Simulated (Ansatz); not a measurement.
**Fluorite SrCl₂**

The numbers are results of r²SCAN+rVV10 (plane waves, PAW; Ansatz, a quantum-chemistry and plane-wave program), not measurements.

Settings: plane-wave cutoff 500 eV, 8×8×8 k mesh, gaussian smearing 0.02 eV, scalar-relativistic PAW data made under PBE.

Cell (relaxed at this level):

```cif
data_Cl8Sr4
_chemical_formula_sum 'Sr4 Cl8'
_space_group_name_H-M_alt 'Fm-3m'
_space_group_IT_number 225
_space_group_name_Hall '-F 4 2 3'
_cell_length_a 6.95101
_cell_length_b 6.95101
_cell_length_c 6.95101
_cell_angle_alpha 90.000
_cell_angle_beta 90.000
_cell_angle_gamma 90.000
loop_
_atom_site_label
_atom_site_type_symbol
_atom_site_symmetry_multiplicity
_atom_site_Wyckoff_symbol
_atom_site_fract_x
_atom_site_fract_y
_atom_site_fract_z
_atom_site_occupancy
Sr1 Sr 4 a 0.00000 0.00000 0.00000 1
Cl1 Cl 8 c 0.25000 0.25000 0.25000 1
```
(The calculation used a cell of 3 atoms; values per cell refer to that cell.)

```
Quantity                        Value
--------  ---------------------------
band gap  5.87 eV (on the SCF k mesh)
```

Measured, for comparison: band gap 7.5 eV (temperature not stated, not corrected to a static lattice; as tabulated in Aguado et al. (1999), arXiv:cond-mat/9901145).

Spin–orbit coupling is not included.

Static lattice: no zero-point or thermal effects.

The result took roughly 15 core-seconds.
